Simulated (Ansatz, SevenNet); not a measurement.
Elastic constant C12 (GPa) of solids drawn from the class of elemental solids other than molecular ones, at two levels: the machine-learned potential SevenNet-l3i5 (trained on PBE and PBE+U data), and r²SCAN (Ansatz, a first-principles code, PAW).

```csv
solid,SevenNet-l3i5,r²SCAN,shift (%)
hcp Zr,71.4,65.1,-8.8
hcp Ti,111,89.1,-19.7
bcc Ba,16.3,6.39,-61
hcp Cd,43.7,41.3,-5.5
fcc Au,131,144,+9.9
hcp Be,125,18.6,-85
hcp Tl,25.4,30.0,+18.1
fcc Pt,224,242,+8.0
body-centred tetragonal In,38.7,29.2,-25
fcc Sr,7.96,10.2,+28
```

The shifts run from -85 % to +28 %, with a median of -7.2 %.

Over all 10 rows r²SCAN is the larger in 4.

Ansatz's runs of these crystals have no spin polarisation. Meta-GGA and hybrid levels favour moments, which can bear on hcp Ti, fcc Pt.

Spin–orbit coupling is left out, also for the solids with elements from indium on (bcc Ba, fcc Au, hcp Tl, fcc Pt, body-centred tetragonal In); its size isn't shown.

Each level is taken at its own relaxed cell. Ansatz's density-functional and Hartree–Fock values are scalar-relativistic unless marked +SOC, with PAW data made under PBE.
